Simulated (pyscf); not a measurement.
Elementary routes open to H₂N–SiH₂–Cl in the gas phase (singlet surface):
A. H₂N–Si:–Cl [singlet] + hydrogen (H₂) (H–Si, H–Si broken; H–H formed)
B. :HSi–Cl [singlet] + ammonia (NH₃) (N–Si, H–Si broken; H–N formed)

PySCF, gas phase, ωB97X-D3(BJ)/def2-SVP geometries.

**Question.** Rank the routes by free-energy barrier at 900 K, lowest first, for ωB97M-D3(BJ)/def2-TZVP energies (ideal gas, 1 atm, RRHO with modes under 100 cm⁻¹ raised to 100, one conformer, R ln 2 for chiral ones without a mode under 150 cm⁻¹).

**Answer.** A (300.6 kJ/mol), B (303.4 kJ/mol)

Route A is the fastest of these, ahead of the next by 2.8 kJ/mol. The most stable products are those of A (ΔG = +14.4 kJ/mol), so kinetics and thermodynamics agree. At 298 K A is still the fastest. B: On the product side the descent ends in an adduct with a N–Si contact, 123.7 kJ/mol under the separated species and 174.0 kJ/mol under the saddle at ωB97X-D3(BJ)/def2-TZVP. Only these routes are compared; each barrier is that of the saddle found, and lower ones may exist.
